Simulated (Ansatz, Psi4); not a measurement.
System: acetylene, C2H2, charge 0, multiplicity 1. SMILES: C#C
Structure (B3LYP-D3(BJ)/def2-TZVP (Ansatz, a first-principles code) minimum search):
```xyz
4

C      0.0000     0.0000    -0.5984
C      0.0000     0.0000     0.5984
H      0.0000     0.0000     1.6611
H      0.0000     0.0000    -1.6611
```
Charge 0, spin multiplicity 1.

Property: atomisation energy, in kcal/mol. Terms: no spin-orbit coupling; no dispersion term unless named; frozen cores in correlated levels; six Cartesian d functions in 6-31G* and its kin unless marked 5d; non-relativistic; atomisation electronic, to ground-state atoms; LANL2DZ all-electron up to Ne; UHF or UKS for open shells; 6-311+G** with 5d. CBS marks a two-point X^-3 extrapolation of the correlation energy; Hartree-Fock from the larger set. Ab initio and DFT rows: single points at B3LYP-D3(BJ) geometries (Ansatz).

Coupled cluster (Ansatz) is a level with limits of its own, used here on species with T1 under 0.025 (0.045 for open shells) and stable references: CCSD(T)/CBS(aug-cc-pVTZ,aug-cc-pVQZ).

Value to compare with, CCSD(T)/CBS(aug-cc-pVTZ,aug-cc-pVQZ) (Ansatz): 403.3 kcal/mol.

```json
[
 {"level": "HF/LANL2DZ", "program": "Ansatz", "atomisation energy (kcal/mol)": "271.2", "difference": "-132.1"},
 {"level": "HF/6-31G*", "program": "Ansatz", "atomisation energy (kcal/mol)": "288.2", "difference": "-115.1"},
 {"level": "PBE/def2-SVP", "program": "Ansatz", "atomisation energy (kcal/mol)": "415.0", "difference": "11.7"},
 {"level": "B3LYP/STO-3G", "program": "Ansatz", "atomisation energy (kcal/mol)": "449.1", "difference": "45.8"},
 {"level": "B3LYP/LANL2DZ", "program": "Ansatz", "atomisation energy (kcal/mol)": "383.8", "difference": "-19.5"},
 {"level": "B3LYP/6-31G", "program": "Ansatz", "atomisation energy (kcal/mol)": "391.4", "difference": "-11.9"},
 {"level": "B3LYP/6-31G*", "program": "Ansatz", "atomisation energy (kcal/mol)": "396.8", "difference": "-6.5"},
 {"level": "B3LYP/cc-pVDZ", "program": "Ansatz", "atomisation energy (kcal/mol)": "393.0", "difference": "-10.3"},
 {"level": "B3LYP/6-311+G**", "program": "Ansatz", "atomisation energy (kcal/mol)": "400.2", "difference": "-3.1"},
 {"level": "PBE0/6-31G*", "program": "Ansatz", "atomisation energy (kcal/mol)": "399.1", "difference": "-4.2"},
 {"level": "PBE0/6-311+G**", "program": "Ansatz", "atomisation energy (kcal/mol)": "401.7", "difference": "-1.6"},
 {"level": "wB97X-D/6-311+G**", "program": "Psi4", "atomisation energy (kcal/mol)": "398.2", "difference": "-5.1"},
 {"level": "MP2/3-21G", "program": "Ansatz", "atomisation energy (kcal/mol)": "361.6", "difference": "-41.7"},
 {"level": "B3LYP-D3(BJ)/def2-TZVPD", "program": "Ansatz + dftd3", "atomisation energy (kcal/mol)": "404.0", "difference": "0.7"}
]
```

Among the 13 habitual levels, HF/LANL2DZ lies farthest from CCSD(T)/CBS(aug-cc-pVTZ,aug-cc-pVQZ) (Ansatz) (-132.1 kcal/mol) and PBE0/6-311+G** nearest (-1.6); 2 of 13 lie above it, and their mean absolute difference is 31.4 kcal/mol, the median 11.7. One case shows no general order.

The levels are drawn from those run, B3LYP/6-31G* more often than the rest, none by its result; runs whose electronic state is in doubt are left out.
